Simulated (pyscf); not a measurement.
Structures and frequencies: ωB97X-D3(BJ)/def2-SVP in PySCF. MP2 and CC: frozen core, UHF for open shells. ΔMP2 is the change of the MP2 total energy from the triple- to the quadruple-zeta basis.

### Question
PBE/def2-TZVP puts the barrier of H₃Si–AsH₂ + H• -> AsH₂• + SiH₄ (substitution at Si; doublet surface; As–Si broken, H–Si formed) at 0.3 kcal/mol and the reaction energy at -24.5 kcal/mol, from the separated reactants. What do M06-2X/def2-TZVP, ωB97M-D3(BJ)/def2-TZVP, CCSD(T)/def2-TZVPP + ΔMP2(QZVPP) give on the same structures?

### Answer
M06-2X: ΔE‡ = 3.9 kcal/mol, ΔE = -30.2 kcal/mol; ωB97M-D3(BJ): ΔE‡ = 4.0 kcal/mol, ΔE = -28.9 kcal/mol; CCSD(T): ΔE‡ = 4.3 kcal/mol, ΔE = -27.6 kcal/mol. PBE's barrier lies under all of them, by 3.5 to 3.9 kcal/mol. Its reaction energy lies over all of them, by 3.2 to 5.7 kcal/mol. Low barriers are usual for a GGA, whose delocalisation error favours stretched bonds. One saddle was located; it need not be the lowest between these sides. The angle at the attacked Si is 69° (front-side attack). The CCSD(T) − MP2 part came from Ansatz, without density fitting, on the same reference. The frozen core leaves the outer d or s,p core shells of the metals and heavy elements correlated in the MP2 and CC values, and def2-TZVPP describes them poorly, which can shift differences by a few kcal/mol. Elements up to Kr have no core potential and no relativistic terms here.
